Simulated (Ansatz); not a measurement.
**SiNH₅ (singlet): from Hartree-Fock to the top rungs at twist about Si1–N2 = 44.8°, cc-pVDZ**

The task here is to estimate one member of a computed series from the others.

Program: Ansatz 0.2.0, Gaussian basis. Level of theory: cc-pVDZ, core rule «outside noble gas», up to 6 orbitals frozen. These are calculated values, not measurements.

The runs, in order: UHF; CCSD(T) on RHF; BCCD(T) on RHF; CISD; CCSDT(Q) on RHF; CASSCF and NEVPT2, 2 electrons in 2 orbitals; CASSCF and NEVPT2, 8 electrons in 8 orbitals.

16 further runs of the same task are left out: 13 that didn't finish, 3 set aside as unsound or not needed.

## The geometry

The geometry derives from a PBE0/def2-TZVP stationary point (not a proven minimum). One half is turned about the bond named; the halves are rigid.

7 atoms, charge 0, spin multiplicity 1.

Atoms are counted from 1 here; the program's logs count them from 0.

Bond lengths: Si1–N2 1.720 Å, Si1–H3 1.486 Å, Si1–H4 1.486 Å, Si1–H5 1.494 Å, N2–H6 1.007 Å, N2–H7 1.007 Å. Angles: N2–Si1–H3 107.9°, N2–Si1–H4 107.9°, N2–Si1–H5 116.0°, H3–Si1–H4 110.5°, H3–Si1–H5 107.3°, H4–Si1–H5 107.3°, Si1–N2–H6 119.6°, Si1–N2–H7 119.6°, H6–N2–H7 110.6°.

As a file:

```xyz
7
charge 0, multiplicity 1
Si   -0.0149   -0.0086    0.5725
N     0.0503   -0.0086   -1.1467
H     0.6807   -1.2292    1.0557
H     0.6807    1.2121    1.0557
H    -1.3821   -0.0086    1.1751
H    -0.7154   -0.3962   -1.6740
H     0.4511    0.7793   -1.6297
```

Set-up of the first run:

in.yaml

```yaml
crystal:
  periodic: [false, false, false]
  atoms:
    - {symbol: Si, position_ang: [-0.014872, -0.008559, 0.572474]}
    - {symbol: N, position_ang: [0.050324, -0.008559, -1.146660]}
    - {symbol: H, position_ang: [0.680748, -1.229244, 1.055694]}
    - {symbol: H, position_ang: [0.680746, 1.212126, 1.055694]}
    - {symbol: H, position_ang: [-1.382054, -0.008560, 1.175115]}
    - {symbol: H, position_ang: [-0.715418, -0.396199, -1.673956]}
    - {symbol: H, position_ang: [0.451067, 0.779304, -1.629718]}
basis:
  gaussian: {orbitals: cc-pVDZ}
magnetization: {spin_polarized: true, initial_magnetization: 0}
hamiltonian: {xc: hf}
output: {orbitals: {seedname: orbitals}}
```

Command:

```
ansatz run in.yaml --threads 1 --pin off --events-out ev --progress --plain --max-ram 2393MiB
```

Among the steps run: UHF; CCSD(T) on RHF; BCCD(T) on RHF; CISD; CCSDT(Q) on RHF; CASSCF and NEVPT2, 2 electrons in 2 orbitals; CASSCF and NEVPT2, 8 electrons in 8 orbitals.

One of the session's tables, all rows but one given; the rest of the session is left out.

It belongs to the step «Misses and costs». 

| method | from RCCSDT(Q) (kJ/mol) |
| --- | --- |
| RHF | +852.8 |
| RMP2 | +112.7 |
| CISD | +92.7 |
| RCCSD | +20.9 |
| RCCSD(T) | +3.2 |
| BCCD(T) | +3.1 |
| RCCSDT | +1.4 |
| RCCSDT(Q) | 0 |
| CASSCF pair | +808.2 |
| NEVPT2 pair | +115.3 |
| CASSCF frontier | +573.7 |
| NEVPT2 frontier | ? |

Q: Estimate the row for NEVPT2 frontier from the others.

**Answer.** from RCCSDT(Q) (kJ/mol): +133.1. In the column «from RCCSDT(Q) (kJ/mol)» it lies between NEVPT2 pair (+115.3) and CASSCF frontier (+573.7).
